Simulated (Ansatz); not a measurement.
Steps of a relaxation of `B1CO1` with RKS PBE0-D4/def2-TZVP.

```sh
$ ansatz run in.yaml --threads 2 --pin off --events-out ev --progress --plain --max-ram 4352MiB
```

```yaml
crystal:
  periodic: [false, false, false]
  atoms:
    - {symbol: B, position_ang: [-0.665806, -0.423778, -0.392108]}
    - {symbol: C, position_ang: [0.586491, 0.135090, 0.276900]}
    - {symbol: O, position_ang: [-0.679112, 0.885596, -0.117690]}
    - {symbol: H, position_ang: [-1.406884, -1.230593, -0.890425]}
    - {symbol: H, position_ang: [1.471797, 0.468636, -0.293872]}
    - {symbol: H, position_ang: [0.735614, 0.101050, 1.370895]}
basis:
  gaussian: {orbitals: def2-TZVP}
hamiltonian: {xc: pbe0, dispersion: d4}
relax: {f_tol: 0.005, max_steps: 150}
```

Positions (Å) and forces (eV/Å) along the path, 7 of 7 steps:

```xyz
6
step=1 energy=-3805.5668 eV
B    -0.666   -0.424   -0.392    0.076    0.325    0.073
C     0.586    0.135    0.277   -0.082    0.159    0.006
O    -0.679    0.886   -0.118    0.359   -0.680    0.030
H    -1.407   -1.231   -0.890    0.297    0.328    0.203
H     1.472    0.469   -0.294   -0.534   -0.180    0.295
H     0.736    0.101    1.371   -0.117    0.049   -0.607
6
step=2 energy=-3805.5912 eV
B    -0.660   -0.423   -0.391    0.039    0.168    0.063
C     0.584    0.130    0.275   -0.142    0.160   -0.010
O    -0.673    0.879   -0.113    0.185   -0.323   -0.003
H    -1.393   -1.218   -0.884    0.081    0.087    0.050
H     1.455    0.463   -0.291   -0.140   -0.068    0.073
H     0.729    0.106    1.357   -0.022   -0.024   -0.173
6
step=3 energy=-3805.5948 eV
B    -0.657   -0.421   -0.388    0.005   -0.027   -0.017
C     0.580    0.135    0.276   -0.084    0.028   -0.033
O    -0.670    0.877   -0.114    0.076   -0.014    0.040
H    -1.384   -1.213   -0.879   -0.018   -0.011   -0.008
H     1.448    0.458   -0.291    0.019    0.010   -0.012
H     0.726    0.100    1.350    0.003    0.014    0.029
6
step=4 energy=-3805.5951 eV
B    -0.657   -0.422   -0.389   -0.009   -0.034   -0.009
C     0.580    0.135    0.275   -0.015    0.028    0.004
O    -0.668    0.875   -0.112    0.008    0.010    0.003
H    -1.386   -1.213   -0.880   -0.004    0.004   -0.002
H     1.448    0.458   -0.291    0.010   -0.002    0.001
H     0.725    0.103    1.351    0.010   -0.006    0.003
6
step=5 energy=-3805.5951 eV
B    -0.656   -0.424   -0.388   -0.004    0.013   -0.006
C     0.579    0.137    0.276   -0.009   -0.007   -0.009
O    -0.668    0.874   -0.113    0.006   -0.009    0.004
H    -1.388   -1.213   -0.881    0.006   -0.001    0.004
H     1.448    0.459   -0.291    0.001    0.001   -0.001
H     0.726    0.102    1.351    0.001    0.004    0.007
6
step=6 energy=-3805.5951 eV
B    -0.656   -0.423   -0.389    0.000   -0.005    0.002
C     0.579    0.136    0.276    0.003   -0.001    0.002
O    -0.668    0.875   -0.112    0.000    0.006   -0.002
H    -1.387   -1.213   -0.881    0.000    0.000    0.000
H     1.448    0.458   -0.291   -0.002    0.002    0.000
H     0.727    0.103    1.351   -0.001   -0.002   -0.001
6
step=7 energy=-3805.5951 eV
B    -0.656   -0.423   -0.389    0.000    0.000   -0.001
C     0.579    0.136    0.275    0.000    0.000    0.000
O    -0.668    0.875   -0.112    0.000    0.000    0.000
H    -1.387   -1.213   -0.881    0.000    0.000    0.000
H     1.448    0.458   -0.291    0.000    0.000    0.000
H     0.726    0.103    1.351    0.000    0.000    0.000
```

It took 10 s on 2 threads of an Arm Neoverse V1 on a shared host, with 0.16 GiB of host memory at the peak.
